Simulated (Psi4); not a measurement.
# C2F3N (SMILES N#CC(F)(F)F) at BLYP/cc-pVDZ

What is the energy change on altering one bond length of C2F3N at BLYP/cc-pVDZ? 

The results are computed with Psi4 1.11.

3 further runs of the same task are left out: 3 that didn't finish.

**1. The system as given**

The species is C2F3N (6 atoms), meant as a singlet with charge 0. SMILES: `N#CC(F)(F)F`. The coordinates come from a PBE0-D4/def2-TZVP relaxation.

Bond lengths: N1–C2 1.146 Å, C2–C3 1.481 Å, C3–F4 1.326 Å, C3–F5 1.326 Å, C3–F6 1.326 Å. Angles: N1–C2–C3 180.0°, C2–C3–F4 110.1°, C2–C3–F5 110.1°, C2–C3–F6 110.1°, F4–C3–F5 108.8°, F4–C3–F6 108.8°, F5–C3–F6 108.8°.

**2. Energy and gradient at BLYP/cc-pVDZ**

Contents of c2f3n.xyz:

```xyz
6
C2F3N
N      1.022100    -1.705100     0.893500
C      0.486200    -0.810600     0.417800
C     -0.206400     0.345600    -0.197200
F     -1.316000    -0.055800    -0.802300
F      0.581500     0.927000    -1.091500
F     -0.525200     1.234800     0.733600
```

Contents of c2f3n.py:

```python
import psi4

psi4.set_memory('1600 MB')
psi4.set_num_threads(1)
psi4.core.set_output_file('output.dat', False)

with open('c2f3n.xyz') as f:
    atoms = ''.join(f.readlines()[2:])
mol = psi4.geometry('0 1\n' + atoms + 'symmetry c1')

psi4.set_options({
    'puream': True,
    'e_convergence': 1e-09,
    'd_convergence': 1e-08,
    'scf_type': 'pk',
    'dft_radial_points': 99,
    'dft_spherical_points': 590,
})

energy_value, wavefunction = psi4.gradient("blyp/cc-pVDZ", molecule=mol, return_wfn=True)
psi4.oeprop(wavefunction, "MAYER_INDICES", "DIPOLE", "MULLIKEN_CHARGES", title="BLYP")
print('gradient / Eh bohr^-1')
print(energy_value.np.round(6))
print(f'energy = {wavefunction.energy():.10f} Eh')
```

Run with:

```
$ python c2f3n.py
```

output.dat:

```text
[...]
  Running in c1 symmetry.
[...]
  Nuclear repulsion =  232.270648827243065
[...]
  Multiplicity = 1
[...]
  Nalpha       = 23
  Nbeta        = 23
[...]
    Number of basis functions: 84
[...]
   @RKS iter   1:  -430.22417315204808   -8.02414e-02   8.06062e-03 ADIIS/DIIS
[...]
   @RKS iter  12:  -430.42289633184851   -5.00222e-12   9.96169e-09 DIIS
[...]
    Orbital Energies [Eh]
    ---------------------
    Doubly Occupied:
       1A    -24.367256     2A    -24.367223     3A    -24.367208
       4A    -14.066058     5A    -10.216638     6A     -9.997376
       7A     -1.245047     8A     -1.154272     9A     -1.154249
      10A     -0.861870    11A     -0.704296    12A     -0.596499
      13A     -0.561284    14A     -0.561277    15A     -0.428280
      16A     -0.428271    17A     -0.396958    18A     -0.396950
      19A     -0.395010    20A     -0.367676    21A     -0.337164
      22A     -0.334366    23A     -0.334365
[...]
  @RKS Final Energy:  -430.42289633184851
   => Energetics <=
    Nuclear Repulsion Energy =            232.2706488272430647
    One-Electron Energy =               -1054.8540034583688794
    Two-Electron Energy =                 441.2389157374005890
    DFT Exchange-Correlation Energy =     -49.0784574381233298
    Empirical Dispersion Energy =           0.0000000000000000
    VV10 Nonlocal Energy =                  0.0000000000000000
    Total Energy =                       -430.4228963318485057
[...]
  -Total Gradient:
     Atom            X                  Y                   Z
    ------   -----------------  -----------------  -----------------
       1       -0.028152310175     0.046993539163    -0.024993986859
       2        0.022952799327    -0.038317022030     0.020383800565
       3       -0.008722380699     0.014536243608    -0.007776600154
       4        0.025473919625     0.009863426973     0.013791626012
       5       -0.018619878466    -0.012980613089     0.020482907370
       6        0.007062236416    -0.020113647457    -0.021881249187
[...]
 Multipole Moments:
 ------------------------------------------------------------------------------------
     Multipole            Electronic (a.u.)      Nuclear  (a.u.)        Total (a.u.)
 ------------------------------------------------------------------------------------
 L = 1.  Multiply by 2.5417464519 to convert [e a0] to [Debye]
 Dipole X            :         -1.2569033            0.9986296           -0.2582737
 Dipole Y            :          2.0980580           -1.6670183            0.4310397
 Dipole Z            :         -1.1159970            0.8866248           -0.2293722
 Magnitude           :                                                    0.5523695
[...]
  Mulliken Charges: (a.u.)
   Center  Symbol    Alpha    Beta     Spin     Total
       1     N     3.51549  3.51549  0.00000 -0.03098
       2     C     3.06786  3.06786  0.00000 -0.13573
       3     C     2.77760  2.77760  0.00000  0.44480
       4     F     4.54633  4.54633  0.00000 -0.09266
       5     F     4.54635  4.54635  0.00000 -0.09269
       6     F     4.54637  4.54637  0.00000 -0.09274
   Total alpha = 23.00000, Total beta = 23.00000, Total charge =  0.00000
  Mayer Bond Indices:
[...]
```

On the terminal:

```text
gradient / Eh bohr^-1
[[-0.028152  0.046994 -0.024994]
 [ 0.022953 -0.038317  0.020384]
 [-0.008722  0.014536 -0.007777]
 [ 0.025474  0.009863  0.013792]
 [-0.01862  -0.012981  0.020483]
 [ 0.007062 -0.020114 -0.021881]]
energy = -430.4228963318 Eh
```

It took 19 s on 1 thread of Intel Xeon Platinum 8488C (Sapphire Rapids), shared host; peak memory 1 GiB.

**3. The distorted shape: the energy at BLYP/cc-pVDZ**

Contents of calc.dat:

```
memory 1600 MB

molecule system {
  0 1
  N      0.391786    -2.170216     1.608934
  C     -0.144114    -1.275716     1.133234
  C     -0.836714    -0.119516     0.518234
  F     -1.946314    -0.520916    -0.086866
  F      0.581500     0.927000    -1.091500
  F     -1.155514     0.769684     1.449034
  symmetry c1
}

set reference rks
set puream true
set e_convergence 1e-09
set d_convergence 1e-08
set scf_type pk
set dft_radial_points 99
set dft_spherical_points 590

e_tot, wfn = energy("blyp/cc-pVDZ", return_wfn=True)
oeprop(wfn, "WIBERG_LOWDIN_INDICES", "MAYER_INDICES", "DIPOLE")
```

Run with:

```
$ psi4 -i calc.dat -o calc.out -n 1
```

calc.out:

```text
[...]
  Running in c1 symmetry.
[...]
  Nuclear repulsion =  205.327189441343876
[...]
  Multiplicity = 1
[...]
  Nalpha       = 23
  Nbeta        = 23
[...]
    Number of basis functions: 84
[...]
   @RKS iter   1:  -429.91678172046562   -2.37881e-01   1.02556e-02 DIIS/ADIIS
[...]
   @RKS iter  17:  -430.28683185240516   -2.04636e-12   1.23360e-09 DIIS
[...]
    Orbital Energies [Eh]
    ---------------------
    Doubly Occupied:
       1A    -24.425787     2A    -24.425747     3A    -24.245595
       4A    -14.099570     5A    -10.231267     6A    -10.035886
       7A     -1.260785     8A     -1.198194     9A     -0.947156
      10A     -0.893541    11A     -0.734106    12A     -0.612514
      13A     -0.586408    14A     -0.529930    15A     -0.452567
      16A     -0.450734    17A     -0.429600    18A     -0.375637
      19A     -0.365543    20A     -0.365226    21A     -0.304417
      22A     -0.254011    23A     -0.253896
[...]
  @RKS Final Energy:  -430.28683185240516
   => Energetics <=
    Nuclear Repulsion Energy =            205.3271894413438758
    One-Electron Energy =               -1001.1592035404577246
    Two-Electron Energy =                 414.4041470973695027
    DFT Exchange-Correlation Energy =     -48.8589648506608398
    Empirical Dispersion Energy =           0.0000000000000000
    VV10 Nonlocal Energy =                  0.0000000000000000
    Total Energy =                       -430.2868318524051574
[...]
 Multipole Moments:
 ------------------------------------------------------------------------------------
     Multipole            Electronic (a.u.)      Nuclear  (a.u.)        Total (a.u.)
 ------------------------------------------------------------------------------------
 L = 1.  Multiply by 2.5417464519 to convert [e a0] to [Debye]
 Dipole X            :         -1.7151028            0.7611285           -0.9539743
 Dipole Y            :          1.6264326           -1.8422732           -0.2158405
 Dipole Z            :         -0.4837338            1.1561990            0.6724652
 Magnitude           :                                                    1.1869556
[...]
```

Run time: 12 s. Hardware: 1 thread of Intel Xeon Platinum 8488C (Sapphire Rapids), shared host; peak memory 0.96 GiB.

**4. What came out**

Level: BLYP/cc-pVDZ.

| quantity | value |
| --- | --- |
| first shape: total energy | -430.42290 Eh |
| first shape: dipole moment | 1.40 D |
| first shape: HOMO energy | -9.10 eV |
| first shape: LUMO energy | -1.33 eV |
| first shape: HOMO–LUMO gap | 7.77 eV |
| first shape: largest force on an atom | 3.096 eV/Å |
| distorted shape: total energy | -430.28683 Eh |
| distorted shape: dipole moment | 3.02 D |
| distorted shape: HOMO energy | -6.91 eV |
| distorted shape: LUMO energy | -5.97 eV |
| distorted shape: HOMO–LUMO gap | 0.94 eV |
| energy change with the C3–F5 bond stretched from 1.326 to 2.387 Å | 3.703 eV |

In words: One bond (distorted shape) is far stretched, which a spin-restricted single reference describes badly; a broken-symmetry solution may lie lower. With the C3–F5 bond stretched from 1.326 to 2.387 Å the energy rises by 3.70 eV (357 kJ/mol). The first shape isn't relaxed at this level, so the change isn't measured from a minimum. A restricted reference can't describe the breaking bond well at this length. The largest force (first shape) is 3.10 eV/Å: the shape isn't a stationary point for this species at this level. Mulliken charges (first shape) run from -0.14 on C2 to +0.44 on C3; they depend strongly on the basis.
